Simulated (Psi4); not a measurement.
Psi4 input (wB97X-D/6-311+G**):

```
memory 1500 MB

molecule {
-1 1
C    -0.00155029    1.50196649   -0.45166829
S    -0.01239716    0.12323346    0.57976964
C     0.01896339   -1.47872388   -0.43190787
H     0.91934809    1.64260953   -1.02669247
H    -0.90073509    1.62984334   -1.06289763
H     0.01148869   -2.34173312    0.24815888
H    -0.85846291   -1.52720035   -1.08442388
H     0.92223725   -1.51471040   -1.04900214
symmetry c1
no_reorient
no_com
}

set {
  basis 6-311+G**
  reference rks
  scf_type pk
  dft_radial_points 99
  dft_spherical_points 590
  e_convergence 1e-8
  d_convergence 1e-7
  maxiter 150
}

e = energy('wb97x-d')
print_out(f'\nFINAL {e:.10f} DIPOLE {variable("CURRENT DIPOLE")[0]:.6f} {variable("CURRENT DIPOLE")[1]:.6f} {variable("CURRENT DIPOLE")[2]:.6f}\n')
```

Output:

```
   => Loading Basis Set <=

    Name: 6-311+G**
    Role: ORBITAL
    Keyword: BASIS
    atoms 1, 3 entry C          line   129 file 6-311pgss.gbs
    atoms 2    entry S          line   429 file 6-311pgss.gbs
    atoms 4-8  entry H          line    42 file 6-311pgss.gbs

   => WB97X-D: Empirical Dispersion <=

    Chai and Head-Gordon Dispersion Correction
    Chai, J.-D.; Head-Gordon, M. (2010), J. Chem. Phys., 132: 6615-6620

        s6 =       1.000000

         ---------------------------------------------------------
                                   SCF
               by Justin Turney, Rob Parrish, Andy Simmonett
                          and Daniel G. A. Smith
                              RKS Reference
         ---------------------------------------------------------

  ==> Geometry <==

    Molecular point group: c1
    Full point group: C1

    Geometry (in Angstrom), charge = -1, multiplicity = 1:

       Center              X                  Y                   Z               Mass
    ------------   -----------------  -----------------  -----------------  -----------------
         C           -0.001550290000     1.501966490000    -0.451668290000    12.000000000000
         S           -0.012397160000     0.123233460000     0.579769640000    31.972071174400
         C            0.018963390000    -1.478723880000    -0.431907870000    12.000000000000
         H            0.919348090000     1.642609530000    -1.026692470000     1.007825032230
         H           -0.900735090000     1.629843340000    -1.062897630000     1.007825032230
         H            0.011488690000    -2.341733120000     0.248158880000     1.007825032230
         H           -0.858462910000    -1.527200350000    -1.084423880000     1.007825032230
         H            0.922237250000    -1.514710400000    -1.049002140000     1.007825032230

  Running in c1 symmetry.

  Rotational constants: A =      0.72526  B =      0.23195  C =      0.18860 [cm^-1]
  Rotational constants: A =  21742.72952  B =   6953.83497  C =   5654.10630 [MHz]
  Nuclear repulsion =  101.218320968791787

  Charge       = -1
  Multiplicity = 1
  Electrons    = 34
  Nalpha       = 17
  Nbeta        = 17

  ==> Algorithm <==

  SCF Algorithm Type is PK.
  DIIS enabled.
  MOM disabled.
  Fractional occupation disabled.
  Guess Type is SAD.
  Energy threshold   = 1.00e-08
  Density threshold  = 1.00e-07
  Integral threshold = 1.00e-12

  ==> Primary Basis <==

  Basis Set: 6-311+G**
    Blend: 6-311+G**
    Number of shells: 54
    Number of basis functions: 104
    Number of Cartesian functions: 107
    Spherical Harmonics?: true
    Max angular momentum: 2

  ==> DFT Potential <==

   => LibXC <=

    Version 7.1.2
    S. Lehtola, C. Steigemann, M. J. T. Oliveira, and M. A. L. Marques,  SoftwareX 7, 1–5 (2018) (10.1016/j.softx.2017.11.002)

   => Composite Functional: WB97X-D <=

    wB97X-D Hyb-GGA Exchange-Correlation Functional

    J.-D. Chai and M. Head-Gordon,  Phys. Chem. Chem. Phys. 10, 6615–6620 (2008) (10.1039/B810189B)

    Deriv               =              1
    GGA                 =           TRUE
    Meta                =          FALSE

    Exchange Hybrid     =           TRUE
    MP2 Hybrid          =          FALSE

   => Exchange-Correlation Functionals <=

    1.0000   wB97X-D range-separated functional

   => Exact (HF) Exchange <=

    0.7780            HF,LR [omega = 0.2000]
    0.2220               HF

   => LibXC Density Thresholds  <==

    XC_HYB_GGA_XC_WB97X_D:  1.00E-14

   => Molecular Quadrature <=

    Radial Scheme          =       TREUTLER
    Pruning Scheme         =           NONE
    Nuclear Scheme         =       TREUTLER

    Blocking Scheme        =         OCTREE
    BS radius alpha        =              1
    Pruning alpha          =              1
    Radial Points          =             99
    Spherical Points       =            590
    Total Points           =         447974
    Total Blocks           =           3177
    Max Points             =            256
    Max Functions          =            104
    Weights Tolerance      =       1.00E-15

  ==> Integral Setup <==

  Using in-core PK algorithm.
   Calculation information:
      Number of atoms:                   8
      Number of AO shells:              54
      Number of primitives:             93
      Number of atomic orbitals:       107
      Number of basis functions:       104

      Integral cutoff                 1.00e-12
      Number of threads:                 1

  Performing in-core PK
  Using 44725590 doubles for integral storage.
  We computed 1021764 shell quartets total.
  Whereas there are 1103355 unique shell quartets.

  Computing range-separated integrals for PK
  We computed 1021764 wK shell quartets total.
  Whereas there are 1103355 wK unique shell quartets.

  ==> DiskJK: Disk-Based J/K Matrices <==

    J tasked:                  Yes
    K tasked:                  Yes
    wK tasked:                 Yes
    Omega:               2.000E-01
    Schwarz Cutoff:          1E-12


  Cached 14.3% of DFT collocation blocks in 0.153 [GiB].

  Minimum eigenvalue in the overlap matrix is 5.0728582390E-04.
  Reciprocal condition number of the overlap matrix is 6.3269877222E-05.
    Using symmetric orthogonalization.

  ==> Pre-Iterations <==

  SCF Guess: Superposition of Atomic Densities via on-the-fly atomic UHF (no occupation information).

   -------------------------
    Irrep   Nso     Nmo
   -------------------------
     A        104     104
   -------------------------
    Total     104     104
   -------------------------

  ==> Iterations <==

                        Total Energy        Delta E     RMS |[F,P]|

   @RKS iter SAD:  -476.63501946052185   -4.76635e+02   0.00000e+00
   @RKS iter   1:  -477.04220510131103   -4.07186e-01   7.71892e-03 DIIS/ADIIS
   @RKS iter   2:  -476.91563266619585    1.26572e-01   7.97824e-03 DIIS/ADIIS
   @RKS iter   3:  -477.35084896029434   -4.35216e-01   1.62975e-03 DIIS/ADIIS
   @RKS iter   4:  -477.36645797874002   -1.56090e-02   5.70614e-04 DIIS/ADIIS
   @RKS iter   5:  -477.36858624052059   -2.12826e-03   1.39201e-04 DIIS/ADIIS
   @RKS iter   6:  -477.36882143031590   -2.35190e-04   3.51693e-05 DIIS
   @RKS iter   7:  -477.36885766668075   -3.62364e-05   9.67715e-06 DIIS
   @RKS iter   8:  -477.36886230576164   -4.63908e-06   3.49356e-06 DIIS
   @RKS iter   9:  -477.36886302109377   -7.15332e-07   1.46331e-06 DIIS
   @RKS iter  10:  -477.36886307588310   -5.47893e-08   5.13110e-07 DIIS
   @RKS iter  11:  -477.36886308043086   -4.54776e-09   1.65167e-07 DIIS
   @RKS iter  12:  -477.36886308110144   -6.70582e-10   5.25069e-08 DIIS
  Energy and wave function converged.

  ==> Post-Iterations <==

   Electrons on quadrature grid:
      Ntotal   =   33.9999996296 ; deviation = -3.704e-07

    Orbital Energies [Eh]
    ---------------------

    Doubly Occupied:

       1A    -88.803255     2A    -10.117326     3A    -10.044171
       4A     -7.841116     5A     -5.791352     6A     -5.785809
       7A     -5.780854     8A     -0.676142     9A     -0.588142
      10A     -0.452664    11A     -0.329803    12A     -0.329539
      13A     -0.274257    14A     -0.271027    15A     -0.184525
      16A     -0.095879    17A     -0.040737

    Virtual:

      18A      0.190188    19A      0.215799    20A      0.226185
      21A      0.228473    22A      0.248645    23A      0.263146
      24A      0.263726    25A      0.273644    26A      0.283296
      27A      0.289584    28A      0.312903    29A      0.348511
      30A      0.363391    31A      0.379402    32A      0.392449
      33A      0.405123    34A      0.433368    35A      0.443358
      36A      0.482088    37A      0.555652    38A      0.584994
      39A      0.595968    40A      0.633572    41A      0.641101
      42A      0.700721    43A      0.721235    44A      0.751038
      45A      0.842453    46A      0.848487    47A      0.879153
      48A      0.918052    49A      0.919863    50A      0.946522
      51A      0.975416    52A      1.040064    53A      1.067036
      54A      1.068450    55A      1.139542    56A      1.170001
      57A      1.223040    58A      1.332959    59A      1.363359
      60A      1.363482    61A      1.456287    62A      1.581922
      63A      1.695089    64A      1.788802    65A      1.808729
      66A      1.811329    67A      1.826414    68A      1.858980
      69A      1.881499    70A      1.953268    71A      2.003450
      72A      2.017505    73A      2.068822    74A      2.128806
      75A      2.209999    76A      2.274871    77A      2.299586
      78A      2.314008    79A      2.435477    80A      2.441951
      81A      2.513145    82A      2.674563    83A      2.735253
      84A      2.763562    85A      2.769655    86A      2.776407
      87A      2.820121    88A      2.824384    89A      2.831050
      90A      3.017243    91A      3.151731    92A      3.192800
      93A      3.390638    94A      3.650076    95A      3.991169
      96A      3.996804    97A      4.034907    98A      8.168081
      99A     17.670958   100A     17.741994   101A     17.796288
     102A     24.164384   103A     24.208023   104A    189.392277

    Final Occupation by Irrep:
              A
    DOCC [    17 ]
    NA   [    17 ]
    NB   [    17 ]

  @RKS Final Energy:  -477.36886308110144

   => Energetics <=

    Nuclear Repulsion Energy =            101.2183209687917866
    One-Electron Energy =                -863.6371801798668457
    Two-Electron Energy =                 312.4628408326710201
    DFT Exchange-Correlation Energy =     -27.4112103018876851
    Empirical Dispersion Energy =          -0.0016344008097044
    VV10 Nonlocal Energy =                  0.0000000000000000
    Total Energy =                       -477.3688630811014377

Computation Completed

Properties will be evaluated at   0.000000,   0.000000,   0.000000 [a0]

Properties computed using the SCF density matrix

 Multipole Moments:

 ------------------------------------------------------------------------------------
     Multipole            Electronic (a.u.)      Nuclear  (a.u.)        Total (a.u.)
 ------------------------------------------------------------------------------------

 L = 1.  Multiply by 2.5417464519 to convert [e a0] to [Debye]
 Dipole X            :          0.0188355            0.0000001            0.0188357
 Dipole Y            :         -1.7691720            0.0000000           -1.7691719
 Dipole Z            :         -0.3230732            0.0000001           -0.3230732
 Magnitude           :                                                    1.7985273

 ------------------------------------------------------------------------------------

FINAL -477.3688630811 DIPOLE 0.018836 -1.769172 -0.323073

*** Psi4 exiting successfully. Buy a developer a beer!
```

The dipole moment of an ion depends on the origin.
